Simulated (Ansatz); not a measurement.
Input for Ansatz (development build ahead of 0.2.0):

```yaml
crystal:
  periodic: [false, false, false]
  atoms:
    - { symbol: C, position_ang: [0.13615, -0.09148, 0.40445] }
    - { symbol: F, position_ang: [-0.47966, -0.94196, -0.15301] }
    - { symbol: F, position_ang: [0.43228, 0.96167, -0.06274] }
basis:
  gaussian: { orbitals: def2-SVP }
total_charge: 1
magnetization:
  spin_polarized: true
  initial_magnetization: 1
hamiltonian:
  xc: hf
output:
  forces: true
```

The input is written out in the form of the current development build from the run's settings.

Results

- Converged: yes
- Total energy: -236.09325 hartree
- Spin squared of the determinant: 0.755
- Stability test: minimum

Forces (eV/Å):
```csv
atom,Fx,Fy,Fz
C1,0.178,-0.053,0.502
F2,-0.216,-0.229,-0.275
F3,0.039,0.282,-0.226
```
